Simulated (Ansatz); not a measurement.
## Nudged elastic band run: AlBH₄S

The input (input.yaml):

```yaml
crystal:
  periodic: [false, false, false]
  atoms:
    - { symbol: B, position_ang: [-1.381984, 0.45747, -0.810087] }
    - { symbol: Al, position_ang: [0.30262, 0.167682, 0.452701] }
    - { symbol: S, position_ang: [1.679224, -1.520848, -0.007907] }
    - { symbol: H, position_ang: [-2.451805, -0.063019, -0.593106] }
    - { symbol: H, position_ang: [-1.34384, 1.166779, -1.788827] }
    - { symbol: H, position_ang: [0.675872, 1.061564, 1.717623] }
    - { symbol: H, position_ang: [2.519903, -1.269618, 1.029603] }
basis:
  gaussian: { orbitals: cc-pVDZ }
hamiltonian:
  xc: b3lyp
neb:
  order_check: false
  images: 7
  f_tol: 0.05
  max_iterations: 60
  optimiser: fire
  climbing: immediate
  final_atoms:
    - { symbol: B, position_ang: [-1.3820563, 0.45730733, -0.8101981] }
    - { symbol: Al, position_ang: [0.30131821, 0.16604195, 0.45389369] }
    - { symbol: S, position_ang: [1.68134172, -1.51875913, -0.00991231] }
    - { symbol: H, position_ang: [-1.34364734, 1.1741671, -1.78347423] }
    - { symbol: H, position_ang: [-2.45070732, -0.06836616, -0.59997527] }
    - { symbol: H, position_ang: [0.67264787, 1.05808296, 1.72106181] }
    - { symbol: H, position_ang: [2.52109316, -1.26846405, 1.02860441] }
  initial_path:
    images:
      - { positions_ang: [[-1.381984, 0.45747, -0.810087], [0.30262, 0.167682, 0.452701], [1.679224, -1.520848, -0.007907], [-2.451805, -0.063019, -0.593106], [-1.34384, 1.166779, -1.788827], [0.675872, 1.061564, 1.717623], [2.519903, -1.269618, 1.029603]] }
      - { positions_ang: [[-1.37473808, 0.4696222, -0.811221], [0.28679113, 0.14993367, 0.45105701], [1.74248437, -1.42908888, -0.05877348], [-2.44046089, 0.16017728, -0.54392035], [-1.34529347, 0.9439763, -1.83396126], [0.63990391, 0.93456682, 1.76619759], [2.49130303, -1.22917739, 1.03062149]] }
      - { positions_ang: [[-1.36749217, 0.4817744, -0.812355], [0.27096225, 0.13218534, 0.44941301], [1.80574475, -1.33732975, -0.10963997], [-2.42911678, 0.38337355, -0.4947347], [-1.34674694, 0.7211736, -1.87909551], [0.60393583, 0.80756963, 1.81477218], [2.46270306, -1.18873677, 1.03163998]] }
      - { positions_ang: [[-1.36024625, 0.4939266, -0.81348899], [0.25513338, 0.11443701, 0.44776902], [1.86900512, -1.24557063, -0.16050645], [-2.41777266, 0.60656983, -0.44554906], [-1.34820041, 0.4983709, -1.92422977], [0.56796774, 0.68057245, 1.86334678], [2.43410309, -1.14829616, 1.03265847]] }
      - { positions_ang: [[-1.35300034, 0.50607881, -0.81462299], [0.2393045, 0.09668868, 0.44612503], [1.9322655, -1.15381151, -0.21137293], [-2.40642855, 0.8297661, -0.39636341], [-1.34965388, 0.2755682, -1.96936403], [0.53199965, 0.55357527, 1.91192137], [2.40550312, -1.10785554, 1.03367696]] }
      - { positions_ang: [[-1.36026433, 0.49388594, -0.81351677], [0.25480793, 0.11402699, 0.44806719], [1.86953455, -1.24504841, -0.16100778], [-2.14073325, 0.91586635, -0.74314111], [-1.62491724, 0.18958461, -1.62701684], [0.56716171, 0.67970219, 1.86420648], [2.43440063, -1.14800767, 1.03240882]] }
      - { positions_ang: [[-1.36752832, 0.48169307, -0.81241055], [0.27031136, 0.13136531, 0.45000936], [1.80680361, -1.33628532, -0.11064262], [-1.87503795, 1.0019666, -1.08991882], [-1.9001806, 0.10360102, -1.28466965], [0.60232376, 0.80582911, 1.81649159], [2.46329814, -1.1881598, 1.03114069]] }
      - { positions_ang: [[-1.37479231, 0.4695002, -0.81130433], [0.28581479, 0.14870363, 0.45195153], [1.74407267, -1.42752222, -0.06027747], [-1.60934265, 1.08806685, -1.43669652], [-2.17544396, 0.01761743, -0.94232246], [0.63748581, 0.93195604, 1.7687767], [2.49219565, -1.22831192, 1.02987255]] }
      - { positions_ang: [[-1.3820563, 0.45730733, -0.8101981], [0.30131821, 0.16604195, 0.45389369], [1.68134172, -1.51875913, -0.00991231], [-1.34364734, 1.1741671, -1.78347423], [-2.45070732, -0.06836616, -0.59997527], [0.67264787, 1.05808296, 1.72106181], [2.52109316, -1.26846405, 1.02860441]] }
```

Launched with:

```bash
$ ansatz run input.yaml --threads 1 --pin off --max-ram 2048MiB --backend cpu --events-out ev --progress --plain --runs-dir out
```

Output, in part (warnings, iteration lines, the closing report on the highest movable image, with atoms numbered from 0):

```
NEB end point (image 0): max|allowed force component| = 8.396e-4 eV/Å (the criterion of neb.relax_end_points is 1.000e-2)
NEB end point (image 8): max|allowed force component| = 2.071e-3 eV/Å (the criterion of neb.relax_end_points is 1.000e-2)
NEB iter   1: max|band force component| = 3.734e1 eV/Å  barrier→ = 10.7026 eV  barrier← = 10.7026 eV  CI = image 6  Δτ_max = 0.2000 Å  (210 SCF iters)
NEB iter   2: max|band force component| = 6.307e0 eV/Å  barrier→ = 2.5247 eV  barrier← = 2.5247 eV  CI = image 6  Δτ_max = 0.1148 Å  (191 SCF iters)
NEB iter   3: max|band force component| = 3.910e0 eV/Å  barrier→ = 1.7670 eV  barrier← = 1.7670 eV  CI = image 6  Δτ_max = 0.0692 Å  (190 SCF iters)
NEB iter   4: max|band force component| = 3.001e0 eV/Å  barrier→ = 1.3381 eV  barrier← = 1.3381 eV  CI = image 6  Δτ_max = 0.0940 Å  (183 SCF iters)
NEB iter   5: max|band force component| = 2.426e0 eV/Å  barrier→ = 0.7513 eV  barrier← = 0.7513 eV  CI = image 6  Δτ_max = 0.1251 Å  (195 SCF iters)
NEB iter   6: max|band force component| = 1.314e0 eV/Å  barrier→ = 0.3074 eV  barrier← = 0.3074 eV  CI = image 6  Δτ_max = 0.1314 Å  (195 SCF iters)
NEB iter   7: max|band force component| = 9.627e-1 eV/Å  barrier→ = 0.1917 eV  barrier← = 0.1917 eV  CI = image 5  Δτ_max = 0.0041 Å  (197 SCF iters)
NEB iter   8: max|band force component| = 9.193e-1 eV/Å  barrier→ = 0.1802 eV  barrier← = 0.1802 eV  CI = image 5  Δτ_max = 0.0079 Å  (138 SCF iters)
NEB iter   9: max|band force component| = 8.333e-1 eV/Å  barrier→ = 0.1613 eV  barrier← = 0.1613 eV  CI = image 5  Δτ_max = 0.0115 Å  (145 SCF iters)
NEB iter  10: max|band force component| = 7.065e-1 eV/Å  barrier→ = 0.1413 eV  barrier← = 0.1413 eV  CI = image 5  Δτ_max = 0.0147 Å  (157 SCF iters)
NEB iter  11: max|band force component| = 5.407e-1 eV/Å  barrier→ = 0.1262 eV  barrier← = 0.1262 eV  CI = image 5  Δτ_max = 0.0171 Å  (169 SCF iters)
NEB iter  12: max|band force component| = 3.411e-1 eV/Å  barrier→ = 0.1182 eV  barrier← = 0.1182 eV  CI = image 5  Δτ_max = 0.0180 Å  (171 SCF iters)
NEB iter  13: max|band force component| = 4.643e-1 eV/Å  barrier→ = 0.1140 eV  barrier← = 0.1140 eV  CI = image 5  Δτ_max = 0.0021 Å  (164 SCF iters)
NEB iter  14: max|band force component| = 3.901e-1 eV/Å  barrier→ = 0.1110 eV  barrier← = 0.1110 eV  CI = image 5  Δτ_max = 0.0039 Å  (129 SCF iters)
NEB iter  15: max|band force component| = 2.550e-1 eV/Å  barrier→ = 0.1064 eV  barrier← = 0.1063 eV  CI = image 5  Δτ_max = 0.0050 Å  (139 SCF iters)
NEB iter  16: max|band force component| = 2.153e-1 eV/Å  barrier→ = 0.1020 eV  barrier← = 0.1020 eV  CI = image 5  Δτ_max = 0.0051 Å  (140 SCF iters)
NEB iter  17: max|band force component| = 2.016e-1 eV/Å  barrier→ = 0.0993 eV  barrier← = 0.0993 eV  CI = image 5  Δτ_max = 0.0054 Å  (142 SCF iters)
NEB iter  18: max|band force component| = 2.155e-1 eV/Å  barrier→ = 0.0979 eV  barrier← = 0.0979 eV  CI = image 5  Δτ_max = 0.0058 Å  (144 SCF iters)
NEB iter  19: max|band force component| = 2.773e-1 eV/Å  barrier→ = 0.0965 eV  barrier← = 0.0965 eV  CI = image 5  Δτ_max = 0.0065 Å  (147 SCF iters)
NEB iter  20: max|band force component| = 2.592e-1 eV/Å  barrier→ = 0.0939 eV  barrier← = 0.0939 eV  CI = image 5  Δτ_max = 0.0073 Å  (146 SCF iters)
NEB iter  21: max|band force component| = 2.826e-1 eV/Å  barrier→ = 0.0922 eV  barrier← = 0.0922 eV  CI = image 4  Δτ_max = 0.0086 Å  (151 SCF iters)
NEB iter  22: max|band force component| = 2.254e-1 eV/Å  barrier→ = 0.0905 eV  barrier← = 0.0905 eV  CI = image 4  Δτ_max = 0.0106 Å  (153 SCF iters)
NEB iter  23: max|band force component| = 2.537e-1 eV/Å  barrier→ = 0.0889 eV  barrier← = 0.0889 eV  CI = image 4  Δτ_max = 0.0022 Å  (150 SCF iters)
NEB iter  24: max|band force component| = 2.152e-1 eV/Å  barrier→ = 0.0887 eV  barrier← = 0.0887 eV  CI = image 4  Δτ_max = 0.0041 Å  (128 SCF iters)
NEB iter  25: max|band force component| = 1.498e-1 eV/Å  barrier→ = 0.0883 eV  barrier← = 0.0883 eV  CI = image 4  Δτ_max = 0.0057 Å  (138 SCF iters)
NEB iter  26: max|band force component| = 1.425e-1 eV/Å  barrier→ = 0.0878 eV  barrier← = 0.0878 eV  CI = image 4  Δτ_max = 0.0014 Å  (141 SCF iters)
NEB iter  27: max|band force component| = 1.244e-1 eV/Å  barrier→ = 0.0877 eV  barrier← = 0.0877 eV  CI = image 4  Δτ_max = 0.0028 Å  (128 SCF iters)
NEB iter  28: max|band force component| = 1.121e-1 eV/Å  barrier→ = 0.0874 eV  barrier← = 0.0874 eV  CI = image 4  Δτ_max = 0.0039 Å  (133 SCF iters)
NEB iter  29: max|band force component| = 9.898e-2 eV/Å  barrier→ = 0.0869 eV  barrier← = 0.0869 eV  CI = image 4  Δτ_max = 0.0047 Å  (133 SCF iters)
NEB iter  30: max|band force component| = 8.479e-2 eV/Å  barrier→ = 0.0864 eV  barrier← = 0.0863 eV  CI = image 4  Δτ_max = 0.0052 Å  (134 SCF iters)
NEB iter  31: max|band force component| = 7.643e-2 eV/Å  barrier→ = 0.0857 eV  barrier← = 0.0857 eV  CI = image 4  Δτ_max = 0.0054 Å  (136 SCF iters)
NEB iter  32: max|band force component| = 7.202e-2 eV/Å  barrier→ = 0.0849 eV  barrier← = 0.0849 eV  CI = image 4  Δτ_max = 0.0062 Å  (136 SCF iters)
NEB iter  33: max|band force component| = 7.139e-2 eV/Å  barrier→ = 0.0840 eV  barrier← = 0.0840 eV  CI = image 4  Δτ_max = 0.0075 Å  (142 SCF iters)
NEB iter  34: max|band force component| = 6.211e-2 eV/Å  barrier→ = 0.0830 eV  barrier← = 0.0830 eV  CI = image 4  Δτ_max = 0.0092 Å  (142 SCF iters)
NEB iter  35: max|band force component| = 5.191e-2 eV/Å  barrier→ = 0.0818 eV  barrier← = 0.0818 eV  CI = image 4  Δτ_max = 0.0112 Å  (147 SCF iters)
NEB iter  36: max|band force component| = 4.170e-2 eV/Å  barrier→ = 0.0807 eV  barrier← = 0.0807 eV  CI = image 4  Δτ_max = 0.0000 Å  (320 SCF iters)
Total energy: -18174.56699990 eV, -667.9030180824 hartree
Atom 0 at    -1.396110     0.474379    -0.824841 Å, force     0.001528    -0.003761    -0.002902 eV/Å
Atom 1 at     0.253029     0.087142     0.498897 Å, force    -0.011189    -0.000637     0.018019 eV/Å
Atom 2 at     1.941034    -1.163871    -0.225652 Å, force    -0.025698    -0.016669     0.005959 eV/Å
Atom 3 at    -2.427005     0.963158    -0.424442 Å, force    -0.004357    -0.011302     0.005420 eV/Å
Atom 4 at    -1.362690     0.211355    -2.003133 Å, force     0.025564     0.011803    -0.005145 eV/Å
Atom 5 at     0.414087     0.579288     2.003851 Å, force    -0.023009     0.028812     0.008906 eV/Å
Atom 6 at     2.577644    -1.151440     0.975320 Å, force     0.037160    -0.008247    -0.030257 eV/Å
Dipole moment:    -0.122837     0.112570     0.113412 e Å
```

It converged. Another band between the same ends (7 images) ends at a top of the same energy, where a vibrational analysis finds 1 clearly imaginary mode.

Final band (atoms are numbered from 1 in the order of the input):

```tsv
image	path coordinate (Å)	energy (kcal/mol)	dihedral H5–B1–Al2–S3 (°)
0	0.00	0.0	-90
1	0.43	0.2	-71
2	0.85	0.8	-51
3	1.27	1.4	-31
4	1.70	1.9	-11
5	2.25	1.8	14
6	2.80	1.2	40
7	3.34	0.4	65
8	3.89	0.0	90
```

Time of the run: 5 min on 1 thread of Intel(R) Xeon(R) 6975P-C (Granite Rapids), on a shared host, peak memory 0.14 GiB.
